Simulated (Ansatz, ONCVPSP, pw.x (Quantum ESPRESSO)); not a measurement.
C: does the ONCV potential hold in the solid?

carbon (C), optimised norm-conserving Vanderbilt (ONCV), made with ONCVPSP 4.0.1.1 (patched build) (PBE, scalar-relativistic). Core [He], reference 2s2 2p2. Waves: 2s: rc 1.25 bohr, ncon 4, nbas 7, qcut 6.2 1/bohr, 2 projectors, debl 2 Ha; 2p: rc 1.65 bohr, ncon 3, nbas 7, qcut 6.8 1/bohr, 2 projectors, debl 2.5 Ha; d scattering state at 0.14 Ha: rc 1.35 bohr, ncon 4, nbas 7, qcut 7.4 1/bohr, 2 projectors, debl 3.7 Ha. Local part: polynomial inside 0.85 bohr (lpopt 1, dvloc0 -1 Ha). Core correction: Teter function, fcfact 2, rcfact 1.2.

Atomic tests: cutoffs needed: 17 Ha and 54 Ha (the cutoffs (Ha) at which the residual kinetic energy of the hardest occupied pseudo-wave falls to 1 and 0.1 mHa per electron); ghost test: no bound ghost flagged; no localised positive-energy state flagged; largest excitation error: +503 meV (all-electron minus pseudo) for 2s1 2p0, out of 4 test configurations.

Crystal test: diamond C in pw.x 7.5, no spin, 13³ k-points, Fermi–Dirac smearing 0.01 Ry, cutoffs 125/500 Ry. The reference is all-electron LAPW (Ansatz 0.2.0) with the same functional, mesh and smearing; V0 and B0 come from Birch–Murnaghan fits to the pressures at five volumes. Errors are pseudo minus all-electron; Δ is the rms difference of the E(V) curves that follow from these fits, minima aligned, over ±6 % about the mean V0. Mesh and smearing are coarse, so the numbers serve the comparison and aren't converged zero-temperature values; the lattice is a test structure that the element need not adopt.

```tsv
V (Å³/atom)	P all-electron (GPa)	P pseudo (GPa)
5.386	26.82	15.59
5.527	13.67	3.38
5.669	1.97	-7.47
5.811	-8.43	-17.10
5.952	-17.68	-25.66
```

All-electron: a0 = 3.572 Å (V0 = 5.69 Å³/atom), B0 = 433.5 GPa.

Pseudopotential: mean pressure error (GPa): -9.52; a0 (Å): 3.545; a0 error (%): -0.74; B0 error (%): +0.6; Δ (meV/atom): 11.9. The largest radius (1.65 bohr) exceeds half the bond length (1.46 bohr), so the spheres overlap, which is one possible source of error among others. This is a poor potential for the solid.

Q: At the middle volume, how do free energy and pressure move when the wave cutoff is lowered (ecutrho kept at four times it)?

A:

```
cutoff (Ry)  shift of F (meV/atom)  shift of P (GPa)
         56                   +6.5             +0.11
         75                   +2.9             +0.08
        100                   +2.1             +0.21
```

The run at the middle volume (84 k-points, 7 iterations) took about 36 s on one core of a shared host (Neoverse-N1, 64 threads, 124 GiB, load 57).
